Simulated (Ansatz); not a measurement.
# CH4NS+ (SMILES N=C[SH2+]): single points off equilibrium

One table from this session's results is given with a row withheld; the runs are named, their logs left out.

Method: single points in def2-TZVPP; program: Ansatz 0.2.0, Gaussian basis.

Cores are frozen in the correlated methods.

**The starting structure**

7 atoms, charge 1, spin multiplicity 1.

Atoms are counted from 1 here; the program's logs count them from 0.

Bond lengths: N1–C2 1.165 Å, N1–H4 1.115 Å, C2–H5 1.034 Å, S3–H6 1.316 Å, S3–H7 1.401 Å. Angles: C2–N1–H4 137.2°, N1–C2–H5 130.1°, H6–S3–H7 97.7°.

Coordinates:

```
N    -1.2311    1.0204   -0.2443
C    -0.3634    0.2906   -0.5110
S     0.7040   -0.7607    0.9615
H    -1.7938    1.3219    0.6697
H     0.0489    0.0523   -1.4288
H     0.7548   -1.8791    0.2701
H     1.8899   -0.1894    0.4811
```

The first run:

File run/in.yaml:

```yaml
crystal:
  periodic: [false, false, false]
  atoms:
    - {symbol: N, position_ang: [-1.231100, 1.020400, -0.244300]}
    - {symbol: C, position_ang: [-0.363400, 0.290600, -0.511000]}
    - {symbol: S, position_ang: [0.704000, -0.760700, 0.961500]}
    - {symbol: H, position_ang: [-1.793800, 1.321900, 0.669700]}
    - {symbol: H, position_ang: [0.048900, 0.052300, -1.428800]}
    - {symbol: H, position_ang: [0.754800, -1.879100, 0.270100]}
    - {symbol: H, position_ang: [1.889900, -0.189400, 0.481100]}
basis:
  gaussian: {orbitals: def2-TZVPP}
total_charge: 1
correlation: {method: ccsd_t}
output: {forces: true}
```

No record of the launch command was kept for these runs.

Steps of the session up to this table: CCSD(T)/def2-TZVPP; PBE0-D4/def2-TZVPP; wB97M-V/def2-TZVPP; r2SCAN-D4/def2-TZVPP; PBE-D4/def2-TZVPP; r2SCAN0-D4/def2-TZVPP; revPBE-D4/def2-TZVPP.

One of the session's tables, all rows but one given; the rest of the session is left out.

| method | RMS force component (eV/Å) | angle to CCSD(T) forces (°) |
| --- | --- | --- |
| CCSD(T) | 1.984 | reference |
| PBE0-D4 | ? | ? |
| wB97M-V | 1.752 | 7.9 |
| r2SCAN-D4 | 1.789 | 5.9 |
| PBE-D4 | 1.891 | 6.3 |
| r2SCAN0-D4 | 1.714 | 11.5 |
| revPBE-D4 | 1.958 | 6.0 |

**Question.** Estimate the row for PBE0-D4.

As computed: RMS force component (eV/Å): 1.767; angle to CCSD(T) forces (°): 8.5. In the column «RMS force component (eV/Å)» it lies between wB97M-V (1.752) and r2SCAN-D4 (1.789).
